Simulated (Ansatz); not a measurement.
Two shapes of singlet NO2(-).

Shape 1:

```xyz
3

N     0.0000    0.0000   -0.4932
O     0.0000    1.1461    0.2158
O     0.0000   -1.1461    0.2158
```

Shape 2:

```xyz
3

N    -0.0014   -0.0099   -0.4572
O    -0.0056    1.0674    0.2053
O    -0.0078   -1.0556    0.1971
```

Basis set: def2-TZVP (spherical functions). Frozen core: 3 orbitals. Charge -1, multiplicity 1.

Computed with Ansatz (development build ahead of 0.2.0); each method stands on the lowest determinant of its kind that the runs found.

Q: Which shape is lower in energy, and by how much in each method?

A:

```tsv
method	E(2) − E(1) (eV)
RHF	-1.002
RHF-MP2	-0.333
```

Shape 2 is lower. Caution: no diffuse functions for an anion.
